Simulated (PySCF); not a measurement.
## Trend along the third period: MH molecules

MP2 with triple-zeta basis sets in PySCF, for the lowest determinant that a PBE0 search found; no spin–orbit coupling. De refers to high-spin ground-configuration atoms.

```tsv
M	basis	reference, frozen orbitals	state (unpaired electrons)	Re (Å)	ωe (cm⁻¹)	De (eV)
Na	x2c-TZVPPall	RHF, 1	singlet (closed shell)	1.868	1213	1.65
Mg	x2c-TZVPPall	UHF, 1	doublet (σ ↑)	1.718	1545	1.31
Al	def2-TZVPP	RHF, 5	singlet (closed shell)	1.645	1720	2.99
Si	def2-TZVPP	UHF, 5	doublet (π ↑)	1.516	2103	2.94
P	x2c-TZVPPall	UHF, 5	triplet (π ↑↑)	1.416	2434	2.87
S	x2c-TZVPPall	UHF, 5	doublet (π ↑)	1.335	2773	3.58
Cl	x2c-TZVPPall	RHF, 5	singlet (closed shell)	1.270	3065	4.54
```

The shortest bond is that of HCl (1.270 Å), the longest that of NaH (1.868 Å). HCl is bound most strongly (4.54 eV) and MgH least (1.31 eV).

The rows differ in basis set, which adds steps of its own.

The state changes along the series, so neighbouring rows are not always alike in their bonding.

Correlated steps freeze the inner cores (1 to 5 orbitals); shallow outer-core shells are correlated. Where the molecule has an RHF reference, its open-shell atoms are computed with UHF. States were picked by a PBE0 search and need not be the measured ground states.
